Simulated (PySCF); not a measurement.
## `o1c(O)ccc1`, C$_{4}$H$_{4}$O$_{2}$

Cartesian coordinates in Å; atom numbers follow the order of the lines, from 1:
```xyz
10

O     2.0759   -0.3267   -0.7148
C     0.7848   -0.1912   -0.3767
C     0.0058    0.9063   -0.2246
C    -1.2858    0.3966    0.1472
C    -1.1834   -0.9491    0.1888
O     0.1002   -1.3265   -0.1365
H     2.2950   -1.2708   -0.7070
H     0.3076    1.9325   -0.3591
H    -2.1742    0.9754    0.3550
H    -1.8609   -1.7554    0.4158
```

Method used: UKS CAM-B3LYP/6-31G* four-point reorganisation energy, gas phase in PySCF. Geometry: CAM-B3LYP/6-31G*.

(1) What is the inner reorganisation energy for hole transfer, with the ionisation energy?

## Answers

(1) λ = 0.300 (surface of the oxidised species) + 0.301 (surface of the starting species) = 0.601 eV. The ionisation energy is 7.99 eV vertical and 7.69 eV adiabatic without zero-point energy; at the relaxed geometry of the oxidised species the two energies differ by 7.39 eV. Largest bond changes: C2–C3 1.355 → 1.419 Å, O1–C2 1.341 → 1.281 Å, C3–C4 1.437 → 1.381 Å, C4–C5 1.350 → 1.395 Å, C5–O6 1.377 → 1.365 Å. ⟨S²⟩ of the relaxed oxidised species 0.768.
